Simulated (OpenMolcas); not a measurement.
Which level was it?

The species is BCl2 (3 atoms), meant as a doublet with charge 0. SMILES: `Cl[B]Cl`. The shape is that of a PBE0-D4/def2-TZVP optimisation.

```xyz
3

Cl    0.3715   -1.5256    0.0300
B    -0.4639   -0.0503   -0.2569
Cl    0.0815    1.5111    0.2137
```

A calculation with OpenMolcas 26.06 gave:

The total energy is -933.5313 Eh and the dipole moment is 1.09 D. The HOMO energy is -8.70 eV. The LUMO energy is 4.73 eV. The ⟨S²⟩ is 0.754.

Question: Which of these levels gave the numbers?
A. PBE0/STO-3G
B. r2SCAN/STO-3G
C. HF/STO-3G
D. M06-2X/STO-3G

Answer: C. The others give -934.6019 Eh (PBE0/STO-3G), -934.8767 Eh (r2SCAN/STO-3G), -934.9400 Eh (M06-2X/STO-3G).
